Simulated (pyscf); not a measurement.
`[CH2]=[N][CH3]` → `[C-]#[N+][CH3]` + `[H][H]`, a 1,1-elimination (singlet surface; C–H, C–H broken, H–H formed). Single points on ωB97X-D3(BJ)/def2-SVP structures (PySCF, gas phase). Energies in eV from the reactant's lowest minimum found.

GFN2-xTB: tblite. 

Task: In single points GFN2-xTB puts the saddle at 3.26 eV and the reaction energy at +2.10 eV. Should these be trusted to within a few kcal/mol? Compare with ωB97M-D3(BJ)/def2-TZVP.

Result: ωB97M-D3(BJ)/def2-TZVP gives ΔE‡ = 3.84 eV and ΔE = +1.23 eV. GFN2-xTB lies 0.58 eV under it in the barrier and 0.88 eV over it in the reaction energy, so on this step it does not hold to within 0.13 eV. ωB97M-D3(BJ)/def2-TZVP has limits of its own. The same reactants have a lower exit, to H₂C=N• + CH₃• (no saddle counted: cutting one bond costs +3.42 eV at ωB97M-D3(BJ)/def2-TZVP, against +3.84 eV here). H₂C=N–CH₃ lies 0.39 eV over its isomer H₃C–CH=NH (electronic energy, ωB97M-D3(BJ)/def2-TZVP). C⁻≡N⁺–CH₃ lies 0.98 eV over its isomer H₃C–C≡N (electronic energy, ωB97M-D3(BJ)/def2-TZVP). One saddle was located; it need not be the lowest between these sides.
